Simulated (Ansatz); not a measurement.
A nudged elastic band was laid between two geometries of CH6AlSi (9 atoms, charge -1, multiplicity 1).

Computed with RKS PBE-D4/def2-SVP in Ansatz 0.2.0.

```
movable images  : 6
climbing image  : no
spring          : 5.0 eV/Å²
optimiser       : quadratic models (default)
start path      : IDPP
force threshold : 0.03 eV/Å
iteration limit : 60
end points      : relaxed
```

Initial state:

```xyz
9
Properties=species:S:1:pos:R:3
C -0.820 1.258 -0.728
Al 0.493 -0.258 -0.446
Si 0.984 -1.236 1.673
H -0.295 2.234 -0.846
H -1.411 1.110 -1.662
H -1.543 1.365 0.109
H 1.535 -0.266 -1.729
H 1.459 -2.667 1.350
H -0.402 -1.542 2.279
```

Final state:

```xyz
9
Properties=species:S:1:pos:R:3
C -0.299 1.405 -0.638
Al -0.025 -0.572 -0.300
Si -0.562 -1.596 1.796
H 0.656 1.938 -0.851
H -0.947 1.562 -1.532
H -0.794 1.919 0.215
H 0.940 -1.147 -1.515
H 0.774 -0.674 1.520
H 0.257 -2.834 1.306
```

Question: What changes between the two ends?

Answer: No bond is made or broken. The dihedral H7–Al2–Si3–H9 goes from -156 to -4°.

Question: What energy profile does the band end with?

Answer: The run converged. The highest image is number 5 of 0 to 7, 25.1 kJ/mol above the first end and 18.1 kJ/mol above the last; the last end lies 7.0 kJ/mol above the first. No image climbed, so the highest image needn't sit at the top of the path. Limits of this set-up: an anion without diffuse functions, the dipole of an ion depends on the origin.

```
image  path coordinate (Å)  energy (kJ/mol)  dihedral H7–Al2–Si3–H9 (°)
    0                 0.00              0.0                        -156
    1                 0.80              7.1                        -126
    2                 1.60              8.2                         -95
    3                 2.41              9.8                         -75
    4                 3.21             22.8                         -58
    5                 4.01             25.1                         -35
    6                 4.82             15.7                         -21
    7                 5.62              7.0                          -4
```

Question: What is the geometry of the highest image?

Answer: 
```xyz
9
Properties=species:S:1:pos:R:3:forces:R:3
C 0.045 1.552 -0.753 0.01 0.00 0.00
Al 0.023 -0.385 -0.151 -0.02 0.00 0.00
Si -0.360 -1.301 2.086 -0.02 0.00 0.00
H 0.956 1.816 -1.337 0.01 0.00 0.00
H -0.814 1.716 -1.447 0.01 0.01 0.00
H -0.060 2.284 0.077 0.01 0.00 0.00
H 0.297 -1.231 -1.557 -0.01 0.00 0.00
H 1.018 -2.006 1.777 0.01 0.03 0.00
H -1.104 -2.445 1.306 0.01 -0.03 0.01
```

The band took 24 iterations and roughly 5 core-minutes.

Run time: 4.8 min on 1 CPU thread of a shared host.
